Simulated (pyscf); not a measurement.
Structures and frequencies: ωB97X-D3(BJ)/def2-SVP in PySCF. MP2 and CC: frozen core, UHF for open shells. ΔMP2 is the change of the MP2 total energy from the triple- to the quadruple-zeta basis.

How much does it cost (ΔH, 298 K, CCSD(T)/def2-TZVPP + ΔMP2(QZVPP)) to split cyclic C₄H₄ (SMILES C=C1C=C1) at its C–H bond into cyclic C₄H₃ (SMILES [CH]=C1C=C1) [doublet] + H•?

C–H to cyclic C₄H₃ (SMILES [CH]=C1C=C1) [doublet] + H•: 462.9 kJ/mol. The radicals are drawn with the spin at the cut bond; how far it spreads was not checked. cyclic C₄H₄ (SMILES C=C1C=C1) lies 84.5 kJ/mol over its isomer HC≡C–CH=CH₂, and others may lie lower still (electronic energy, ωB97M-D3(BJ)). cyclic C₄H₃ (SMILES [CH]=C1C=C1) [doublet] lies 128.4 kJ/mol over its isomer •HC=C=C=CH₂, and others may lie lower still (electronic energy, ωB97M-D3(BJ)). The CCSD(T) − MP2 part came from Ansatz, without density fitting, on the same reference. A UHF reference is spin-contaminated (<S²> up to 0.86), which harms MP2 most.
